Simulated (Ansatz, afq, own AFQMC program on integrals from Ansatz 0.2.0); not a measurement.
# BH (triplet): AFQMC on the coupled-cluster ladder, cc-pVTZ

How near does AFQMC come to the top of the ladder for BH (triplet)?

Program: Ansatz 0.2.0, Gaussian basis, and an in-house AFQMC program (afq) on its integrals; all values are calculated. Level of theory: cc-pVTZ, frozen cores. These are calculated values, not measurements.

The runs, in order: Full CI; PBE (unrestricted); r2SCAN (unrestricted); PBE0 (unrestricted); B3LYP (unrestricted); wB97M-V (unrestricted); B2PLYP (unrestricted); CCSD(T) on UHF; Full CI; Full CI (quintet); CCSDT(Q) on UHF; CCSD(T) on UHF; CCSD(T) on UHF; Phaseless AFQMC, CISD trial on UHF; Phaseless AFQMC, single-determinant trial on UHF; Free-projection AFQMC, CISD trial on UHF.

## Step 1: What is computed

The geometry is a PBE0/def2-TZVP stationary point (not a proven minimum).

2 atoms, charge 0, spin multiplicity 3.

Atoms are counted from 1 here; the program's logs count them from 0.

Bond lengths: B1–H2 1.194 Å.

Geometry (Å):

```
B     0.00000    0.00000    0.00000
H     0.00000    0.00000    1.19400
```

## Step 2: Full CI

The input, in.yaml:

```yaml
crystal:
  periodic: [false, false, false]
  atoms:
    - {symbol: B, position_ang: [0.000000, 0.000000, 0.000000]}
    - {symbol: H, position_ang: [0.000000, 0.000000, 1.194000]}
basis:
  gaussian: {orbitals: cc-pVTZ}
magnetization: {spin_polarized: false, initial_magnetization: 2}
correlation: {method: fci, electrons: outside_noble_gas}
```

Run with:

```console
ansatz run in.yaml --threads 1 --pin off --events-out ev --progress --plain --max-ram 1843MiB
```

The log of the run:

```text
Functional definition: HF
  name "HF"
  cite "Fock, Z. Phys. 61, 126 (1930) doi:10.1007/BF01340294"
  parent pbe
  exchange = exact_x
  correlation = 0
481 factors; integrals over basis functions are off by at most 2.6e-7 eV
mean field evaluation 1: about -682.1478 eV, gradient 7.6e0 eV
mean field evaluation 2: about -682.1481 eV, gradient 7.6e0 eV
mean field evaluation 4: about -683.3887 eV, gradient 1.3e0 eV
mean field evaluation 8: about -683.4245 eV, gradient 6.4e-4 eV
mean field evaluation 16: about -683.4245 eV, gradient 5.2e-4 eV
mean field -683.42451866 eV, -25.1153878191 hartree, gradient 2.9e-6 eV, S^2 2.000000; 2 other end points of the search recorded, 0 dependent functions left out
mean field evaluation 32: about -683.4579 eV, gradient 1.7e-4 eV
1 core orbitals not correlated: weight in the atoms' cores, before any rotation towards them, 1.000 or more for the frozen orbitals, at most 0.000 for the correlated occupied ones
reference -683.42451866 eV, -25.1153878191 hartree; 3, 1 occupied and 40, 42 virtual orbitals, 481 factors
state -685.25537641 eV, -25.1826706001 hartree
Total energy: -685.25537641 eV, -25.1826706001 hartree
```

It took 1.5 s on 1 thread of Intel Xeon Platinum 8488C (Sapphire Rapids), shared host.

From the report: 203,780 determinants, symmetry B1.

## Step 3: PBE (unrestricted)

The input, in.yaml:

```yaml
crystal:
  periodic: [false, false, false]
  atoms:
    - {symbol: B, position_ang: [0.000000, 0.000000, 0.000000]}
    - {symbol: H, position_ang: [0.000000, 0.000000, 1.194000]}
basis:
  gaussian: {orbitals: cc-pVTZ}
magnetization: {spin_polarized: true, initial_magnetization: 2}
hamiltonian: {xc: {name: PBE}}
output: {orbitals: {seedname: orbitals}}
```

Launched as before.

The log of the run:

```text
Functional definition: PBE
  name "PBE"
  cite "Perdew, Burke & Ernzerhof, Phys. Rev. Lett. 77, 3865 (1996) doi:10.1103/PhysRevLett.77.3865"
  parent pbe
  parameter kappa = 0.804
  parameter beta = 0.06672455060314922
  exchange = pbe_x(kappa = kappa, mu = beta*pi^2/3)
  correlation = pbe_c(beta = beta)
272 factors; their error is unknown
mean field evaluation 1: about -685.3024 eV, gradient 8.4e0 eV
mean field evaluation 2: about -685.6728 eV, gradient 4.5e0 eV
mean field evaluation 4: about -685.8464 eV, gradient 4.0e-2 eV
mean field evaluation 8: about -685.8392 eV, gradient 8.9e-4 eV
mean field evaluation 16: about -685.8392 eV, gradient 7.7e-2 eV
mean field -685.83920705 eV, -25.2041259804 hartree, gradient 9.8e-6 eV, S^2 2.001102; 1 other end points of the search recorded, 0 dependent functions left out
reference -685.83923667 eV, -25.2041270690 hartree; 4, 2 occupied and 40, 42 virtual orbitals, 272 factors
Total energy: -685.83923667 eV, -25.2041270690 hartree
```

Run time: 0.3 s. Hardware: 1 thread of Intel Xeon Platinum 8488C (Sapphire Rapids), shared host.

From the report: ⟨S²⟩ of the determinant 2.001 (pure triplet: 2.00).

## Step 4: r2SCAN (unrestricted)

Changes to in.yaml since step 3:

```diff
@@ -8,3 +8,2 @@
 magnetization: {spin_polarized: true, initial_magnetization: 2}
-hamiltonian: {xc: {name: PBE}}
-output: {orbitals: {seedname: orbitals}}
+hamiltonian: {xc: {name: r2SCAN}}
```

Launched as before.

The log of the run:

```text
Functional definition: r2SCAN
  name "r2SCAN"
  cite "Furness, Kaplan, Ning, Perdew & Sun, J. Phys. Chem. Lett. 11, 8208 (2020) doi:10.1021/acs.jpclett.0c02405"
  cite "Furness, Kaplan, Ning, Perdew & Sun, J. Phys. Chem. Lett. 11, 9248 (2020) doi:10.1021/acs.jpclett.0c03077"
  parent r2scan
  parameter k0 = 0.174
  parameter k1 = 0.065
  parameter a1 = 4.9479
  exchange = r2scan_x(k0 = k0, k1 = k1, a1 = a1)
  correlation = r2scan_c
272 factors; their error is unknown
mean field evaluation 1: about -686.4201 eV, gradient 7.2e0 eV
mean field evaluation 2: about -686.7526 eV, gradient 2.7e0 eV
mean field evaluation 4: about -686.8138 eV, gradient 8.6e-2 eV
mean field evaluation 8: about -686.8057 eV, gradient 1.1e-3 eV
mean field evaluation 16: about -686.8056 eV, gradient 1.1e-1 eV
mean field -686.80573312 eV, -25.2396451586 hartree, gradient 1.0e-5 eV, S^2 2.002314; 1 other end points of the search recorded, 0 dependent functions left out
reference -686.80574401 eV, -25.2396455588 hartree; 4, 2 occupied and 40, 42 virtual orbitals, 272 factors
Total energy: -686.80574401 eV, -25.2396455588 hartree
```

Wall time 0.57 s (1 thread of Intel Xeon Platinum 8488C (Sapphire Rapids), shared host).

From the report: ⟨S²⟩ of the determinant 2.002 (pure triplet: 2.00).

## Step 5: PBE0 (unrestricted)

Changes to in.yaml since step 4:

```diff
@@ -8,2 +8,3 @@
 magnetization: {spin_polarized: true, initial_magnetization: 2}
-hamiltonian: {xc: {name: r2SCAN}}
+hamiltonian: {xc: {name: PBE0}}
+output: {orbitals: {seedname: orbitals}}
```

The command is unchanged.

The log of the run:

```text
Functional definition: PBE0
  name "PBE0"
  cite "Adamo & Barone, J. Chem. Phys. 110, 6158 (1999) doi:10.1063/1.478522"
  cite "Perdew, Burke & Ernzerhof, Phys. Rev. Lett. 77, 3865 (1996) doi:10.1103/PhysRevLett.77.3865"
  parent pbe
  parameter a = 0.25
  parameter kappa = 0.804
  parameter beta = 0.06672455060314922
  exchange = (1 - a)*pbe_x(kappa = kappa, mu = beta*pi^2/3) + a*exact_x
  correlation = pbe_c(beta = beta)
272 factors; their error is unknown
mean field evaluation 1: about -685.7948 eV, gradient 6.2e0 eV
mean field evaluation 2: about -686.0870 eV, gradient 1.7e0 eV
mean field evaluation 4: about -686.1181 eV, gradient 8.3e-2 eV
mean field evaluation 8: about -686.1162 eV, gradient 1.9e-3 eV
mean field -686.11619833 eV, -25.2143052225 hartree, gradient 1.6e-5 eV, S^2 2.001320; 0 other end points of the search recorded, 0 dependent functions left out
reference -686.11622061 eV, -25.2143060411 hartree; 4, 2 occupied and 40, 42 virtual orbitals, 272 factors
Total energy: -686.11622061 eV, -25.2143060411 hartree
```

It took 0.24 s on 1 thread of Intel Xeon Platinum 8488C (Sapphire Rapids), shared host.

From the report: ⟨S²⟩ of the determinant 2.001 (pure triplet: 2.00).

## Step 6: B3LYP (unrestricted)

Changes to in.yaml since step 5:

```diff
@@ -8,3 +8,2 @@
 magnetization: {spin_polarized: true, initial_magnetization: 2}
-hamiltonian: {xc: {name: PBE0}}
-output: {orbitals: {seedname: orbitals}}
+hamiltonian: {xc: {name: B3LYP}}
```

Same command.

The log of the run:

```text
Functional definition: B3LYP
  name "B3LYP"
  cite "Stephens, Devlin, Chabalowski & Frisch, J. Phys. Chem. 98, 11623 (1994) doi:10.1021/j100096a001"
  cite "Becke, Phys. Rev. A 38, 3098 (1988) doi:10.1103/PhysRevA.38.3098"
  cite "Lee, Yang & Parr, Phys. Rev. B 37, 785 (1988) doi:10.1103/PhysRevB.37.785"
  cite "Vosko, Wilk & Nusair, Can. J. Phys. 58, 1200 (1980) doi:10.1139/p80-159"
  parameter a0 = 0.2
  parameter ax = 0.72
  parameter ac = 0.81
  exchange = (1 - a0 - ax)*slater_x + ax*b88_x + a0*exact_x
  correlation = (1 - ac)*vwn_rpa_c + ac*lyp_c
272 factors; their error is unknown
mean field evaluation 1: about -686.9412 eV, gradient 6.8e0 eV
mean field evaluation 2: about -687.2558 eV, gradient 2.4e0 eV
mean field evaluation 4: about -687.3053 eV, gradient 8.3e-2 eV
mean field evaluation 8: about -687.3020 eV, gradient 1.4e-3 eV
mean field -687.30196457 eV, -25.2578813278 hartree, gradient 9.9e-6 eV, S^2 2.001361; 0 other end points of the search recorded, 0 dependent functions left out
reference -687.30212890 eV, -25.2578873668 hartree; 4, 2 occupied and 40, 42 virtual orbitals, 272 factors
Total energy: -687.30212890 eV, -25.2578873668 hartree
```

It took 0.24 s on 1 thread of Intel Xeon Platinum 8488C (Sapphire Rapids), shared host.

From the report: ⟨S²⟩ of the determinant 2.001 (pure triplet: 2.00).

## Step 7: wB97M-V (unrestricted)

Changes to in.yaml since step 6:

```diff
@@ -8,2 +8,3 @@
 magnetization: {spin_polarized: true, initial_magnetization: 2}
-hamiltonian: {xc: {name: B3LYP}}
+hamiltonian: {xc: {name: wB97M-V}}
+output: {orbitals: {seedname: orbitals}}
```

Same command.

The log of the run, shortened:

```text
Functional definition: wB97M-V
  name "wB97M-V"
  cite "Mardirossian & Head-Gordon, J. Chem. Phys. 144, 214110 (2016) doi:10.1063/1.4952647"
  cite "Becke, J. Chem. Phys. 107, 8554 (1997) doi:10.1063/1.475007"
  cite "Vydrov & Van Voorhis, J. Chem. Phys. 133, 244103 (2010) doi:10.1063/1.3521275"
  # Of w^i u^j: cxij and so on, Table III.
[...]
  gx(w, u) = 1 - cx + cx01*u + cx10*w
  gss(w, u) = css00 + css04*u^4 + css10*w + css20*w^2 + css43*w^4*u^3
  gos(w, u) = cos00 + cos10*w + (cos20 + cos21*u)*w^2 + (cos60 + cos61*u)*w^6
[...]
      + integral(e_c_pw_mod_opposite_spin*gos(b97_w_opposite, b97_u_opposite)) + vv10(b, c)
272 factors; their error is unknown
60 factors; integrals over basis functions are off by at most 1.4e-4 eV
[...]
mean field -686.54704611 eV, -25.2301385864 hartree, gradient 2.2e-5 eV, S^2 2.000552; 0 other end points of the search recorded, 0 dependent functions left out
reference -686.54707572 eV, -25.2301396743 hartree; 4, 2 occupied and 40, 42 virtual orbitals, 272 factors
Total energy: -686.54707572 eV, -25.2301396743 hartree
```

Wall time 0.66 s (1 thread of Intel Xeon Platinum 8488C (Sapphire Rapids), shared host).

From the report: ⟨S²⟩ of the determinant 2.001 (pure triplet: 2.00).

## Step 8: B2PLYP (unrestricted)

Changes to in.yaml since step 7:

```diff
@@ -8,3 +8,3 @@
 magnetization: {spin_polarized: true, initial_magnetization: 2}
-hamiltonian: {xc: {name: wB97M-V}}
-output: {orbitals: {seedname: orbitals}}
+hamiltonian: {xc: {name: B2PLYP}}
+correlation: {electrons: outside_noble_gas}
```

The command is unchanged.

The log of the run, shortened:

```text
Functional definition: B2PLYP
  name "B2PLYP"
  cite "Grimme, J. Chem. Phys. 124, 034108 (2006) doi:10.1063/1.2148954"
  cite "Becke, Phys. Rev. A 38, 3098 (1988) doi:10.1103/PhysRevA.38.3098"
  cite "Lee, Yang & Parr, Phys. Rev. B 37, 785 (1988) doi:10.1103/PhysRevB.37.785"
[...]
251 factors; integrals over basis functions are off by at most 1.3e-3 eV
[...]
mean field -685.91264708 eV, -25.2068248521 hartree, gradient 6.5e-6 eV, S^2 2.001876; 0 other end points of the search recorded, 0 dependent functions left out
1 core orbitals not correlated: weight in the atoms' cores, before any rotation towards them, 1.000 or more for the frozen orbitals, at most 0.000 for the correlated occupied ones
reference -685.91275068 eV, -25.2068286591 hartree; 3, 1 occupied and 40, 42 virtual orbitals, 251 factors
second order -1.71663763 eV of doubles, -0.00000000 eV of singles
Total energy: -686.37624284 eV, -25.2238616818 hartree
```

Run time: 0.36 s. Hardware: 1 thread of Intel Xeon Platinum 8488C (Sapphire Rapids), shared host.

From the report: ⟨S²⟩ of the determinant 2.002 (pure triplet: 2.00).

## Step 9: CCSD(T) on UHF

Changes to in.yaml since step 8:

```diff
@@ -8,3 +8,2 @@
 magnetization: {spin_polarized: true, initial_magnetization: 2}
-hamiltonian: {xc: {name: B2PLYP}}
-correlation: {electrons: outside_noble_gas}
+correlation: {method: ccsd_t, electrons: outside_noble_gas, hamiltonian_folder: ham}
```

Launched as before.

The log of the run, shortened:

```text
Functional definition: HF
  name "HF"
  cite "Fock, Z. Phys. 61, 126 (1930) doi:10.1007/BF01340294"
  parent pbe
[...]
251 factors; integrals over basis functions are off by at most 1.3e-3 eV
[...]
mean field -683.45794219 eV, -25.1166161110 hartree, gradient 2.7e-6 eV, S^2 2.002612; 2 other end points of the search recorded, 0 dependent functions left out
1 core orbitals not correlated: weight in the atoms' cores, before any rotation towards them, 1.000 or more for the frozen orbitals, at most 0.000 for the correlated occupied ones
reference -683.45794219 eV, -25.1166161110 hartree; 3, 1 occupied and 40, 42 virtual orbitals, 251 factors
second order -1.36924826 eV of doubles, -0.00000000 eV of singles
cycle   1  -1.62306779 eV  change   -2.5e-1 eV  update   3.9e-2
[...]
cycle  10  -1.74877085 eV  change    1.3e-6 eV  update   1.3e-6
perturbative correction -0.03759788 eV, -0.0013816966 hartree
Total energy: -685.24431092 eV, -25.1822639509 hartree
```

It took 0.51 s on 1 thread of Intel Xeon Platinum 8488C (Sapphire Rapids), shared host.

From the report: ⟨S²⟩ of the determinant 2.003 (pure triplet: 2.00); correlation -1.7864 eV; T1 0.019; largest double amplitude 0.05.

This run also writes the integrals to the folder ham.

## Step 10: Full CI

The input, in.yaml:

```yaml
hamiltonian:
  integrals:
    folder: ../ham
correlation: {method: fci}
```

Same command.

The log of the run:

```text
Functional definition: HF
  name "HF"
  cite "Fock, Z. Phys. 61, 126 (1930) doi:10.1007/BF01340294"
  parent pbe
  exchange = exact_x
  correlation = 0
reference -683.45794219 eV, -25.1166161110 hartree; 3, 1 occupied and 40, 42 virtual orbitals, 251 factors
state -685.25605186 eV, -25.1826954225 hartree
Total energy: -685.25605186 eV, -25.1826954225 hartree
```

Wall time 28 s (1 thread of Intel Xeon Platinum 8488C (Sapphire Rapids), shared host).

From the report: 132,710 determinants.

## Step 11: Full CI (quintet)

The input, in.yaml:

```yaml
crystal:
  periodic: [false, false, false]
  atoms:
    - {symbol: B, position_ang: [0.000000, 0.000000, 0.000000]}
    - {symbol: H, position_ang: [0.000000, 0.000000, 1.194000]}
basis:
  gaussian: {orbitals: cc-pVTZ}
magnetization: {spin_polarized: false, initial_magnetization: 4}
correlation: {method: fci, electrons: outside_noble_gas}
```

Launched as before.

The log of the run:

```text
Functional definition: HF
  name "HF"
  cite "Fock, Z. Phys. 61, 126 (1930) doi:10.1007/BF01340294"
  parent pbe
  exchange = exact_x
  correlation = 0
481 factors; integrals over basis functions are off by at most 2.6e-7 eV
mean field evaluation 1: about -676.3183 eV, gradient 1.1e1 eV
mean field evaluation 2: about -676.3204 eV, gradient 1.1e1 eV
mean field evaluation 4: about -677.9573 eV, gradient 5.7e-1 eV
mean field evaluation 8: about -677.9608 eV, gradient 2.2e-4 eV
mean field -677.96083529 eV, -24.9146011587 hartree, gradient 1.3e-6 eV, S^2 6.000000; 0 other end points of the search recorded, 0 dependent functions left out
mean field evaluation 16: about -677.4352 eV, gradient 7.1e0 eV
1 core orbitals not correlated: weight in the atoms' cores, before any rotation towards them, 1.000 or more for the frozen orbitals, at most 0.000 for the correlated occupied ones
reference -677.96083529 eV, -24.9146011587 hartree; 4, 0 occupied and 39, 43 virtual orbitals, 481 factors
state -678.75562013 eV, -24.9438089628 hartree
Total energy: -678.75562013 eV, -24.9438089628 hartree
```

It took 2.6 s on 1 thread of Intel Xeon Platinum 8488C (Sapphire Rapids), shared host.

From the report: 30,892 determinants, symmetry A2.

## Step 12: CCSDT(Q) on UHF

The input, in.yaml:

```yaml
crystal:
  periodic: [false, false, false]
  atoms:
    - {symbol: B, position_ang: [0.000000, 0.000000, 0.000000]}
    - {symbol: H, position_ang: [0.000000, 0.000000, 1.194000]}
basis:
  gaussian: {orbitals: cc-pVTZ}
magnetization: {spin_polarized: true, initial_magnetization: 2}
correlation: {method: ccsdt_q, electrons: outside_noble_gas}
```

Launched as before.

The log of the run, shortened:

```text
Functional definition: HF
  name "HF"
  cite "Fock, Z. Phys. 61, 126 (1930) doi:10.1007/BF01340294"
  parent pbe
[...]
481 factors; integrals over basis functions are off by at most 2.6e-7 eV
[...]
mean field -683.45794666 eV, -25.1166162754 hartree, gradient 5.6e-6 eV, S^2 2.002612; 2 other end points of the search recorded, 0 dependent functions left out
1 core orbitals not correlated: weight in the atoms' cores, before any rotation towards them, 1.000 or more for the frozen orbitals, at most 0.000 for the correlated occupied ones
reference -683.45794666 eV, -25.1166162754 hartree; 3, 1 occupied and 40, 42 virtual orbitals, 481 factors
second order -1.36925217 eV of doubles, -0.00000000 eV of singles
cycle   1  -1.62306367 eV  change   -2.5e-1 eV  update   4.2e-2
[...]
cycle  13  -1.79763856 eV  change    3.8e-7 eV  update   1.4e-7
perturbative correction -0.00039434 eV, -0.0000144919 hartree
Total energy: -685.25597956 eV, -25.1826927658 hartree
```

Wall time 4.4 s (1 thread of Intel Xeon Platinum 8488C (Sapphire Rapids), shared host).

From the report: ⟨S²⟩ of the determinant 2.003 (pure triplet: 2.00); correlation -1.7980 eV; T1 0.020; largest double amplitude 0.05.

## Step 13: CCSD(T) on UHF

The input, in.yaml:

```yaml
crystal:
  periodic: [false, false, false]
  atoms:
    - {symbol: B, position_ang: [0.000000, 0.000000, 0.000000]}
    - {symbol: H, position_ang: [0.000000, 0.000000, 1.194000]}
basis:
  gaussian: {orbitals: def2-TZVPP}
magnetization: {spin_polarized: true, initial_magnetization: 2}
correlation: {method: ccsd_t, electrons: outside_noble_gas}
```

The command is unchanged.

The log of the run, shortened:

```text
Functional definition: HF
  name "HF"
  cite "Fock, Z. Phys. 61, 126 (1930) doi:10.1007/BF01340294"
  parent pbe
[...]
265 factors; integrals over basis functions are off by at most 1.3e-3 eV
[...]
mean field -683.47205184 eV, -25.1171346311 hartree, gradient 2.9e-6 eV, S^2 2.002644; 2 other end points of the search recorded, 0 dependent functions left out
1 core orbitals not correlated: weight in the atoms' cores, before any rotation towards them, 1.000 or more for the frozen orbitals, at most 0.000 for the correlated occupied ones
reference -683.47205184 eV, -25.1171346311 hartree; 3, 1 occupied and 41, 43 virtual orbitals, 265 factors
second order -1.36359187 eV of doubles, -0.00000000 eV of singles
cycle   1  -1.61919883 eV  change   -2.6e-1 eV  update   3.9e-2
[...]
cycle  10  -1.74518625 eV  change    1.2e-6 eV  update   1.4e-6
perturbative correction -0.03712770 eV, -0.0013644177 hartree
Total energy: -685.25436578 eV, -25.1826334604 hartree
```

Wall time 0.54 s (1 thread of Intel Xeon Platinum 8488C (Sapphire Rapids), shared host).

From the report: ⟨S²⟩ of the determinant 2.003 (pure triplet: 2.00); correlation -1.7823 eV; T1 0.019; largest double amplitude 0.04.

## Step 14: CCSD(T) on UHF

Changes to in.yaml since step 13:

```diff
@@ -6,3 +6,3 @@
 basis:
-  gaussian: {orbitals: def2-TZVPP}
+  gaussian: {orbitals: "def2-QZVPP.json"}
 magnetization: {spin_polarized: true, initial_magnetization: 2}
```

Launched as before.

The log of the run, shortened:

```text
Functional definition: HF
  name "HF"
  cite "Fock, Z. Phys. 61, 126 (1930) doi:10.1007/BF01340294"
  parent pbe
[...]
520 factors; integrals over basis functions are off by at most 8.9e-4 eV
[...]
mean field -683.50111252 eV, -25.1182025914 hartree, gradient 6.3e-6 eV, S^2 2.002707; 2 other end points of the search recorded, 0 dependent functions left out
1 core orbitals not correlated: weight in the atoms' cores, before any rotation towards them, 1.000 or more for the frozen orbitals, at most 0.000 for the correlated occupied ones
reference -683.50111252 eV, -25.1182025914 hartree; 3, 1 occupied and 83, 85 virtual orbitals, 520 factors
second order -1.45813131 eV of doubles, -0.00000000 eV of singles
cycle   1  -1.69119595 eV  change   -2.3e-1 eV  update   3.9e-2
[...]
cycle  10  -1.81724634 eV  change   -1.4e-6 eV  update   2.0e-6
perturbative correction -0.04191075 eV, -0.0015401915 hartree
Total energy: -685.36026961 eV, -25.1865253542 hartree
```

Wall time 2.3 s (1 thread of Intel Xeon Platinum 8488C (Sapphire Rapids), shared host); peak memory 0.34 GiB.

From the report: ⟨S²⟩ of the determinant 2.003 (pure triplet: 2.00); correlation -1.8592 eV; T1 0.019; largest double amplitude 0.04.

[end of part 1 of 2]
